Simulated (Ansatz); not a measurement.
# BSiH₂ (sextet): the correlation ladder, def2-QZVPP

The task here is to estimate one member of a computed series from the others.

Method: def2-QZVPP, core rule «outside noble gas», up to 6 orbitals frozen; program: Ansatz 0.2.0, Gaussian basis.

The runs, in order: UHF; ROHF; CCSD(T) on UHF.

### The system

The geometry is a PBE0/def2-TZVP stationary point (not a proven minimum) of the parent state, kept for this charge and spin.

4 atoms, charge 0, spin multiplicity 6.

Atoms are counted from 1 here; the program's logs count them from 0.

Bond lengths: Si1–B2 1.993 Å, B2–H3 1.191 Å, B2–H4 1.191 Å. Angles: Si1–B2–H3 115.4°, Si1–B2–H4 115.4°, H3–B2–H4 129.2°.

Set-up of the first run:

File in.yaml:

```yaml
crystal:
  periodic: [false, false, false]
  atoms:
    - {symbol: Si, position_ang: [0.000000, 0.000000, 0.649966]}
    - {symbol: B, position_ang: [0.000000, 0.000000, -1.342837]}
    - {symbol: H, position_ang: [0.000000, -1.075954, -1.853888]}
    - {symbol: H, position_ang: [0.000000, 1.075954, -1.853888]}
basis:
  gaussian: {orbitals: "def2-QZVPP.json"}
magnetization: {spin_polarized: true, initial_magnetization: 5}
hamiltonian: {xc: hf}
output: {orbitals: {seedname: orbitals}}
```

Run with:

```
$ ansatz run in.yaml --threads 1 --pin off --events-out ev --progress --plain --max-ram 4096MiB --backend cpu
```

Among the steps run: UHF; ROHF; CCSD(T) on UHF.

One table of the session follows, with a row left open; its other results are not shown here.

| method | from UCCSD(T) (meV) |
| --- | --- |
| ROHF | +4824.9 |
| UHF | +4721.4 |
| UMP2 | ? |
| UCCSD | +184.3 |
| UCCSD(T) | 0 |

**Question.** Estimate the row for UMP2.

**Answer.** from UCCSD(T) (meV): +935.9. In the column «from UCCSD(T) (meV)» it lies between UCCSD (+184.3) and UHF (+4721.4).
